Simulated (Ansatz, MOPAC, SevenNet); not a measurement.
**Zone-centre TO phonon frequency of zinc-blende AlAs: levels of theory against measurement**

Reference value: 361 cm⁻¹ (measured, temperature not stated, not corrected to a static lattice; as tabulated in Giannozzi et al., Phys. Rev. B (1991)).

```json
[
 {"level (code)": "PM7 semi-empirical Hartree-Fock (MOPAC)", "value (cm⁻¹)": "290", "cell (Å³/atom)": "22.46", "difference (%)": "-19.7"},
 {"level (code)": "SevenNet-0", "value (cm⁻¹)": "289", "cell (Å³/atom)": "23.50", "difference (%)": "-19.9"},
 {"level (code)": "SevenNet-l3i5", "value (cm⁻¹)": "318", "cell (Å³/atom)": "23.57", "difference (%)": "-11.9"},
 {"level (code)": "LDA (Ansatz)", "value (cm⁻¹)": "358", "cell (Å³/atom)": "22.30", "difference (%)": "-0.8"},
 {"level (code)": "BLYP (Ansatz)", "value (cm⁻¹)": "333", "cell (Å³/atom)": "24.34", "difference (%)": "-7.8"},
 {"level (code)": "PBE (Ansatz)", "value (cm⁻¹)": "345", "cell (Å³/atom)": "23.50", "difference (%)": "-4.4"},
 {"level (code)": "revPBE (Ansatz)", "value (cm⁻¹)": "341", "cell (Å³/atom)": "23.89", "difference (%)": "-5.5"},
 {"level (code)": "RPBE (Ansatz)", "value (cm⁻¹)": "340", "cell (Å³/atom)": "24.03", "difference (%)": "-5.8"},
 {"level (code)": "PBE-D3(BJ) (Ansatz)", "value (cm⁻¹)": "359", "cell (Å³/atom)": "22.72", "difference (%)": "-0.6"},
 {"level (code)": "B3LYP (VWN-RPA form) (Ansatz)", "value (cm⁻¹)": "351", "cell (Å³/atom)": "23.57", "difference (%)": "-2.8"},
 {"level (code)": "HSE06 (Ansatz)", "value (cm⁻¹)": "362", "cell (Å³/atom)": "22.93", "difference (%)": "+0.3"},
 {"level (code)": "PBE0 (Ansatz)", "value (cm⁻¹)": "363", "cell (Å³/atom)": "22.90", "difference (%)": "+0.6"}
]
```

Once the reference is moved by up to 3.0 % (a margin picked here for doubts on the reference and the settings, and for temperature and zero-point motion) and values within 0.7 % count as equal, the nearest can be HSE06 (+0.3 %), PBE-D3(BJ) (-0.6 %), PBE0 (+0.6 %), LDA (-0.8 %) or B3LYP (VWN-RPA form) (-2.8 %). By the same margin the farthest can be SevenNet-0 (-19.9 %) or PM7 semi-empirical Hartree-Fock (MOPAC) (-19.7 %).

The measured value isn't corrected to a static lattice, so vibrations enter the comparison.  PM7 semi-empirical Hartree-Fock (MOPAC): the method was fitted mainly to molecules. PM7 semi-empirical Hartree-Fock (MOPAC): the run uses a supercell at the zone centre in place of a k mesh. PBE-D3(BJ): the dispersion coefficients are held fixed in the derivatives. Each level is taken at its own relaxed cell. K meshes differ between the levels. Ansatz's density-functional and Hartree–Fock values are scalar-relativistic unless marked +SOC, with PAW data made under PBE.

Machine-learned potentials (SevenNet-0, SevenNet-l3i5) are trained on DFT data: a solid inside that data is no test of them.

Differences are worked out from the printed values.

Ansatz is an electronic-structure program.
